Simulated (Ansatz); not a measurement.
```yaml
crystal:
  periodic: [false, false, false]
  atoms:
    - {symbol: B, position_ang: [0.000000, 0.000000, 0.000000]}
    - {symbol: Ga, position_ang: [0.000000, 0.000000, 1.915800]}
basis:
  gaussian: {orbitals: def2-TZVP}
hamiltonian: {xc: pbe0}
relax: {f_tol: 0.004, max_steps: 80}
```

```sh
$ ansatz run in.yaml --threads 1 --pin off --events-out ev --progress --plain --max-ram 2176MiB
```

Steps of the relaxation (energy above the last step; positions in Å, forces in eV/Å):

```
2
step 1, 138.3 meV
B     0.000    0.000    0.000    0.000    0.000   -1.984
Ga    0.000    0.000    1.916    0.000    0.000    1.984
```

```
2
step 2, 38.0 meV
B     0.000    0.000   -0.035    0.000    0.000   -0.937
Ga    0.000    0.000    1.951    0.000    0.000    0.937
```

```
2
step 3, 0.9 meV
B     0.000    0.000   -0.071    0.000    0.000   -0.128
Ga    0.000    0.000    1.987    0.000    0.000    0.128
```

```
2
step 5, 0.0 meV
B     0.000    0.000   -0.078    0.000    0.000    0.000
Ga    0.000    0.000    1.994    0.000    0.000    0.000
```

Close pairs at the end: B1–Ga2 2.072 Å.

A stationary point of restricted PBE0 after 5 steps (its stability towards spin polarisation wasn't tested). 20 s on 1 thread of Arm Neoverse N1, shared host.
